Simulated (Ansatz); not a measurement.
Cubic perovskite SrTiO₃ (cubic form, which distorts at low temperature), treated with HSE06+SOC in Ansatz (plane waves, PAW).

Numerical settings: plane-wave cutoff 460 eV, 6×6×6 k mesh, Fermi–Dirac smearing 0.01 eV, PAW data made under PBE.

The cell has the measured lattice: a = b = c = 3.9050 Å, α = β = γ = 90.00°.

Question: What does this level give for the band gap and smallest direct gap on the k points sampled?

Answer: 
* **band gap**: 3.32 eV (on the SCF k mesh) (indirect)
* **smallest direct gap on the k points sampled**: 3.68 eV

Measured, for comparison: band gap 3.59 eV (zero-point renormalisation of 336 meV (experimental, the table's column) added back here, indirect; inputs from Miglio et al. (2020), arXiv:2011.12765). Computed (rounded) less measured: band gap -0.27 eV.

Note: cell and atoms aren't relaxed at this level (pressure -1.5 GPa).

Static lattice: no zero-point or thermal effects.

Ansatz is a program for electronic structure.
